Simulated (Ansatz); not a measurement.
Results of r²SCAN+SOC (PAW; Ansatz, a program for electronic structure) for bcc W.

Run with plane-wave cutoff 600 eV, 20×20×20 k mesh, Fermi–Dirac smearing 0.1 eV, finite displacements, PAW data made under PBE.

Computed at the level's own relaxed cell.

Harmonic phonon frequencies (cm⁻¹; i marks an imaginary mode):

```
q point  frequencies
-------  -----------
H        183 183 183
N        139 151 223
```

No imaginary mode appears at these points.
